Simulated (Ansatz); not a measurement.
```yaml
crystal:
  periodic: [false, false, false]
  atoms:
    - {symbol: C, position_ang: [-0.167148, -0.694392, -0.095369]}
    - {symbol: C, position_ang: [0.167150, 0.694391, 0.095374]}
    - {symbol: H, position_ang: [-1.193807, -1.020308, -0.241645]}
    - {symbol: H, position_ang: [0.594330, -1.470131, -0.100409]}
    - {symbol: H, position_ang: [0.397551, 1.347173, -0.742742]}
    - {symbol: H, position_ang: [0.201933, 1.143266, 1.084791]}
basis:
  gaussian: {orbitals: 6-31G}
total_charge: -1
magnetization: {spin_polarized: true, initial_magnetization: 9}
hamiltonian: {xc: {name: revPBE}, dispersion: d3bj}
accuracy: high
output: {forces: true}
```

```sh
$ ansatz run in.yaml --threads 4 --pin off --events-out ev --progress --plain --max-ram 10444MiB
```

Shortened log:

```
Functional definition: revPBE
667 factors; integrals over basis functions are off by at most 3.5e-9 eV
mean field evaluation 1: about -2092.1828 eV, gradient 1.2e1 eV
mean field evaluation 2: about -2092.1355 eV, gradient 1.3e1 eV
mean field evaluation 4: about -2093.3058 eV, gradient 9.8e-2 eV
mean field evaluation 8: about -2093.2973 eV, gradient 8.1e-4 eV
mean field evaluation 16: about -2093.2973 eV, gradient 5.7e-9 eV
mean field -2093.29731542 eV, -76.9272574539 hartree, gradient 5.1e-9 eV, S^2 24.751482; 0 other end points of the search recorded, 0 dependent functions left out
reference -2093.29731868 eV, -76.9272575737 hartree; 13, 4 occupied and 13, 22 virtual orbitals, 667 factors
Total energy: -2093.47091073 eV, -76.9336369638 hartree
Atom 0 at    -0.167148    -0.694392    -0.095369 Å, force     1.124644     4.672472     0.641771 eV/Å
Atom 1 at     0.167150     0.694391     0.095374 Å, force    -1.124765    -4.672457    -0.641668 eV/Å
Atom 2 at    -1.193807    -1.020308    -0.241645 Å, force   -12.233732    -4.266494    -1.785725 eV/Å
Atom 3 at     0.594330    -1.470131    -0.100409 Å, force     8.900077    -9.582846    -0.116469 eV/Å
Atom 4 at     0.397551     1.347173    -0.742742 Å, force     2.822885     8.129641    -9.848661 eV/Å
Atom 5 at     0.201933     1.143266     1.084791 Å, force     0.510892     5.719684    11.750752 eV/Å
Dipole moment:    -0.000006     0.000001     0.000005 e Å
```

In this input the spin is set far too high for this molecule. The calculation finished and met its thresholds. The result belongs to that input, not to the molecule as meant.
